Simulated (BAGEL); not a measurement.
**singlet CH2O: levels of theory compared**

Wanted: a comparison of 6 runs (HF/3-21G, B3LYP/6-31G*, B3LYP/def2-TZVPP, PBE0/def2-TZVPP, CASPT2(12,10)/6-31G*, FCI/STO-3G) of singlet CH2O. 

The calculation is run with BAGEL 1.2.2.

### 1 The molecule

CH2O has 4 atoms, charge 0, and is taken as a singlet. As SMILES of the parent species, `[CH2][O-]`. The coordinates come from a GFN2-xTB relaxation. That shape belongs to the parent species and isn't relaxed for this state.

Bond lengths: C1–O2 1.311 Å, C1–H3 1.124 Å, C1–H4 1.124 Å. Angles: O2–C1–H3 118.5°, O2–C1–H4 118.5°, H3–C1–H4 110.3°.

### 2 A single-point energy at HF/3-21G (density fitting with qzvpp-jkfit) (run 1)

Contents of input.json:

```json
{ "bagel": [

{
  "title": "molecule",
  "basis": "3-21g",
  "df_basis": "qzvpp-jkfit",
  "angstrom": true,
  "geometry": [
    { "atom": "C", "xyz": [       0.036110,      -0.032540,      -0.180550 ] },
    { "atom": "O", "xyz": [       1.007360,       0.694860,       0.314680 ] },
    { "atom": "H", "xyz": [      -0.979250,       0.436130,      -0.296840 ] },
    { "atom": "H", "xyz": [      -0.064230,      -1.098450,       0.162710 ] }
  ]
},

{
  "title": "hf"
},

{
  "title": "print",
  "file": "orbitals.molden",
  "orbitals": true
}

]}
```

Started as:

```
$ BAGEL_NUM_THREADS=1 BAGEL input.json > input.out
```

Standard output:

```text
* using 1 threads per process

  ===============================================================
  ===============================================================

  *** Geometry ***

  { "atom" : "C", "xyz" : [      0.068238,     -0.061492,     -0.341190 ] },
  { "atom" : "O", "xyz" : [      1.903635,      1.313095,      0.594659 ] },
  { "atom" : "H", "xyz" : [     -1.850514,      0.824166,     -0.560946 ] },
  { "atom" : "H", "xyz" : [     -0.121377,     -2.075770,      0.307477 ] },

  Number of auxiliary basis functions:      188

  Since a DF basis is specified, we compute 2- and 3-index integrals:
    o Being stored without compression. Storage requirement is 0.001 GB

  Number of basis functions:       22
  Number of electrons      :       16

    * METHOD: MOLECULE                             0.02

  *** RHF ***

  === Nuclear Repulsion ===
    29.3577171145

      * DIIS with orbital gradients will be used.

  === RHF iteration (3-21g) ===
      0       -113.04354364          0.05980458           0.00
      1       -113.06644038          0.06091331           0.00
      2       -113.18356134          0.00403677           0.00
      3       -113.18533136          0.00162643           0.00
      4       -113.18572295          0.00074180           0.00
      5       -113.18579697          0.00026634           0.00
      6       -113.18580235          0.00006309           0.00
      7       -113.18580268          0.00001526           0.00
      8       -113.18580270          0.00000461           0.00
      9       -113.18580270          0.00000259           0.00
     10       -113.18580270          0.00000093           0.00
     11       -113.18580270          0.00000019           0.00
     12       -113.18580270          0.00000008           0.00
     13       -113.18580270          0.00000004           0.00
     14       -113.18580270          0.00000001           0.00
    * SCF iteration converged.

    * Permanent dipole moment:
           (    0.900804,     0.616697,     0.265779) a.u.

    * METHOD: HF                                   0.04

    * METHOD: PRINT                                0.00

  ===============================================================
```

Run time: 0.22 s. Hardware: 1 thread of Arm Neoverse V2, shared host.

### 3 The energy at B3LYP/6-31G(d) (density fitting with qzvpp-jkfit, spherical functions) (run 2)

Contents of calc.json:

```json
{ "bagel" : [

{
  "title" : "molecule",
  "basis" : "6-31gs.json",
  "df_basis" : "qzvpp-jkfit",
  "angstrom" : true,
  "geometry" : [
    { "atom" : "C", "xyz" : [       0.036110,      -0.032540,      -0.180550 ] },
    { "atom" : "O", "xyz" : [       1.007360,       0.694860,       0.314680 ] },
    { "atom" : "H", "xyz" : [      -0.979250,       0.436130,      -0.296840 ] },
    { "atom" : "H", "xyz" : [      -0.064230,      -1.098450,       0.162710 ] }
  ]
},

{ "title" : "ks", "xc_func" : "b3lyp" },

{ "title" : "print", "file" : "orbitals.molden", "orbitals" : true }

]}
```

The basis set 6-31G* is read from a file made from the Basis Set Exchange's data (not shown).

Started as:

```
$ BAGEL_NUM_THREADS=1 BAGEL calc.json > calc.out
```

Standard output:

```text
* using 1 threads per process

  ===============================================================
  ===============================================================

  *** Geometry ***

  { "atom" : "C", "xyz" : [      0.068238,     -0.061492,     -0.341190 ] },
  { "atom" : "O", "xyz" : [      1.903635,      1.313095,      0.594659 ] },
  { "atom" : "H", "xyz" : [     -1.850514,      0.824166,     -0.560946 ] },
  { "atom" : "H", "xyz" : [     -0.121377,     -2.075770,      0.307477 ] },

  Number of auxiliary basis functions:      188

  Since a DF basis is specified, we compute 2- and 3-index integrals:
    o Being stored without compression. Storage requirement is 0.002 GB

  Number of basis functions:       32
  Number of electrons      :       16

    * METHOD: MOLECULE                             0.02

  *** Kohn-Sham DFT ***

    * Removing 5181 points whose weight is below 1.00e-10
    * Grid points: 54443

  === Nuclear Repulsion ===
    29.3577171145

       - DIIS with orbital gradients will be used.

  === KS iteration (b3lyp / 6-31gs.json) ===
      0       -102.48587694          0.20679651           0.05
      1        -97.01363946          0.21470790           0.04
      2        -99.83688800          0.23278768           0.04
      3       -113.31547222          0.11779884           0.04
      4       -113.48938423          0.10560330           0.04
      5       -113.84946484          0.08537079           0.04
      6       -114.27073251          0.05109566           0.04
      7       -114.45474290          0.01420350           0.04
      8       -114.46771450          0.00203143           0.04
      9       -114.46793917          0.00067974           0.04
     10       -114.46796496          0.00015122           0.04
     11       -114.46796679          0.00004445           0.04
     12       -114.46796691          0.00000505           0.04
     13       -114.46796691          0.00000053           0.04
     14       -114.46796691          0.00000005           0.04
     15       -114.46796691          0.00000002           0.04
     16       -114.46796691          0.00000000           0.04
    * SCF iteration converged.

    * Permanent dipole moment:
           (    0.760846,     0.527770,     0.247475) a.u.

    * METHOD: KS                                   0.76

    * METHOD: PRINT                                0.00

  ===============================================================
```

It took 0.97 s on 1 thread of Arm Neoverse V2, shared host.

Runs 3 to 5 aren't shown in full; the table further down has their settings and results.

### 4 A single-point energy at FCI/STO-3G (density fitting with qzvpp-jkfit) (run 6)

Contents of job.json:

```json
{ "bagel": [

{
  "title": "molecule",
  "basis": "sto-3g",
  "df_basis": "qzvpp-jkfit",
  "angstrom": true,
  "geometry": [
    { "atom": "C", "xyz": [       0.036110,      -0.032540,      -0.180550 ] },
    { "atom": "O", "xyz": [       1.007360,       0.694860,       0.314680 ] },
    { "atom": "H", "xyz": [      -0.979250,       0.436130,      -0.296840 ] },
    { "atom": "H", "xyz": [      -0.064230,      -1.098450,       0.162710 ] }
  ]
},

{
  "title": "hf"
},

{
  "title": "fci",
  "nstate": 1,
  "ncore": 2
}

]}
```

Started as:

```
$ BAGEL_NUM_THREADS=1 BAGEL job.json > job.out
```

Standard output:

```text
* using 1 threads per process

  ===============================================================
  ===============================================================

  *** Geometry ***

  { "atom" : "C", "xyz" : [      0.068238,     -0.061492,     -0.341190 ] },
  { "atom" : "O", "xyz" : [      1.903635,      1.313095,      0.594659 ] },
  { "atom" : "H", "xyz" : [     -1.850514,      0.824166,     -0.560946 ] },
  { "atom" : "H", "xyz" : [     -0.121377,     -2.075770,      0.307477 ] },

  Number of auxiliary basis functions:      188

  Since a DF basis is specified, we compute 2- and 3-index integrals:
    o Being stored without compression. Storage requirement is 0.000 GB

  Number of basis functions:       12
  Number of electrons      :       16

    * METHOD: MOLECULE                             0.02

  *** RHF ***

  === Nuclear Repulsion ===
    29.3577171145

      * DIIS with orbital gradients will be used.

  === RHF iteration (sto-3g) ===
      0       -112.15667180          0.06418872           0.00
      1       -112.21654155          0.05821284           0.00
      2       -112.31933591          0.00429062           0.00
[... 8 lines of this table left out ...]
     11       -112.32152498          0.00000001           0.00
    * SCF iteration converged.

    * Permanent dipole moment:
           (    0.494170,     0.327271,     0.108949) a.u.

    * METHOD: HF                                   0.03

  ---------------------------
        FCI calculation
  ---------------------------

  Performs exactly the same way as Knowles & Handy 1984 CPL

  o alpha-beta strings
      length:           420
  o size of the space
      determinant space:  44100
      spin-adapted space: 13860

  o single displacement lists (alpha)
      length:          6300
  o single displacement lists (beta)
      length:          6300

     guess   0:   closed 111111....           open ..........

  === FCI iteration ===

      0  0      -112.32152498     2.52e-03      0.04
      1  0      -112.46353126     1.14e-03      0.04
      2  0      -112.48472885     5.58e-04      0.04
[... 16 lines of this table left out ...]
     19  0      -112.48986440     1.20e-10      0.04
    ** throwing out 1 trial vectors **
     20  0 *    -112.48986440     5.21e-11      0.04

     * ci vector, state   0, <S^2> = 0.0000
       222222....    -0.9360801997
       2222.22...     0.2515437361
       222ab2a..b    -0.0557306260
       222ba2b..a    -0.0557306260

    * METHOD: FCI                                  0.82

  ===============================================================
```

Wall time 1.1 s (1 thread of Arm Neoverse V2, shared host).

### 5 Overview of the runs

```
run                                                                         level  iteration cap  active rule  energy (Eh)  dipole moment (D)  HOMO energy (eV)  LUMO energy (eV)  wall time
  1                                   HF/3-21G (density fitting with qzvpp-jkfit)              –            –  -113.185803               2.86            -12.02              2.55     0.22 s
  2          B3LYP/6-31G* (density fitting with qzvpp-jkfit, spherical functions)              –            –  -114.467967               2.44             -7.33             -2.38     0.97 s
  3                           B3LYP/def2-TZVPP (density fitting with qzvpp-jkfit)              –            –  -114.523133               2.63             -7.71             -2.84      2.5 s
  4                            PBE0/def2-TZVPP (density fitting with qzvpp-jkfit)              –            –  -114.385818               2.63             -7.94             -2.53      2.5 s
  5  CASPT2(12,10)/6-31G* (density fitting with qzvpp-jkfit, spherical functions)            200      valence  -114.143473                  –                 –                 –       93 s
  6                                 FCI/STO-3G (density fitting with qzvpp-jkfit)              –            –  -112.489864                  –                 –                 –      1.1 s
```

### 6 What came out

```
           quantity          value
run 6: total energy  -112.48986 Eh
```

In words: Over runs 1, 2, 3, 4 the dipole moment (its size) runs from 2.44 D (B3LYP/6-31G*) to 2.86 D (HF/3-21G). The two ends differ in method and basis. Over runs 1, 2, 3, 4 the HOMO–LUMO gap runs from 4.87 eV (B3LYP/def2-TZVPP) to 14.57 eV (HF/3-21G). Totals of different functionals can't be ranked against each other. In run 6 the basis is minimal, so the values are rough. All runs together took 1.7 min, the longest 93 s.
